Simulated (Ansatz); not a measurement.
`C[BH][AlH2]` + `BS` → `B[S][AlH2]` + `BC` at 500 K and 1 bar (cleavage of the Al–B bond).

Isolated molecules relaxed with PBE0-D4/def2-TZVP in Ansatz; ΔE leaves out vibrations. CCSD(T)/CBS is the MP2 limit (def2-TZVPP, def2-QZVPP) plus CCSD(T) − MP2 in def2-TZVPP, frozen cores. This one scheme is used for every species.

```
      species  CCSD(T)/CBS energy (Eh)  H − E (kJ/mol)  S (J/(mol·K))
`C[BH][AlH2]`               -308.41859           199.0          364.4
         `BS`               -424.38198           102.0          273.9
 `B[S][AlH2]`               -667.02114           131.1          353.4
         `BC`                -65.83255           172.2          281.8
```

H − E and S are ideal-gas, rigid-rotor, harmonic terms from PBE0-D4/def2-TZVP, for one conformer and one mirror image of each species. 1 Eh = 2625.50 kJ/mol, R = 8.31446 J/(mol·K).

Question: By hand: ΔE, ΔH, ΔS and ΔG.

Answer: ΔE = (-667.02114) + (-65.83255) − (-308.41859) − (-424.38198) = -0.05312 Eh = -139.5 kJ/mol. Δ(H − E) = 131.1 + 172.2 − 199.0 − 102.0 = 2.3, so ΔH = -137.2 kJ/mol. ΔS = 353.4 + 281.8 − 364.4 − 273.9 = -3.1 J/(mol·K). ΔG = -137.2 − 500 × (-3.1)/1000 = -135.6 kJ/mol.

Question: By hand: the equilibrium constant, and the temperature at which ΔG would vanish if ΔH and ΔS stayed fixed.

Answer: log₁₀ K = −ΔG/(RT ln 10) = 14.2. ΔG = 0 at ΔH/ΔS = 44258 K, far beyond where these terms or the molecules hold.

The number of gas molecules stays the same, so ΔS is small and ΔH decides. A doubt of 5 kJ/mol in ΔE shifts log₁₀ K by 0.5 here. Other conformers and mirror images would add mixing entropy, several J/(mol·K) or more a flexible species. These are equilibria of isolated gas molecules and say nothing of rates. Largest T1 diagnostic: 0.015 (customary marks: 0.02 for closed shells, 0.045 for open ones).
